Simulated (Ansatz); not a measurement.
Reaction (SMILES): [O]O (O-OH) → H atom + 2 O atom
B3LYP-D3(BJ)/def2-TZVP geometries, fixed; electronic energies without zero-point terms.

Core correlation in the atomisation energy at CCSD(T) with Ansatz (a quantum-chemistry and plane-wave program), in kcal/mol: frozen core against all electrons. Core-valence sets carry the plain set on hydrogen. Open shells are unrestricted.

```json
[
 {"basis": "cc-pVDZ", "functions, most": "33", "frozen core": "150.17"},
 {"basis": "cc-pCVDZ", "functions, most": "41", "frozen core": "150.42"},
 {"basis": "cc-pVTZ", "functions, most": "74", "frozen core": "166.18"},
 {"basis": "cc-pCVTZ", "functions, most": "100", "frozen core": "166.37"},
 {"basis": "cc-pwCVTZ", "functions, most": "100", "frozen core": "166.42"},
 {"basis": "cc-pVQZ", "functions, most": "140", "frozen core": "171.14"}
]
```

Question: How large is the core term in each set?

Answer: The largest core-valence set, cc-pwCVTZ, gives a core term of 0.40 kcal/mol; the valence set cc-pVQZ, which lacks functions for the core, gives 1.06. By row: cc-pVDZ 0.32, cc-pCVDZ 0.37, cc-pVTZ 1.95, cc-pCVTZ 0.44, cc-pwCVTZ 0.40, cc-pVQZ 1.06.
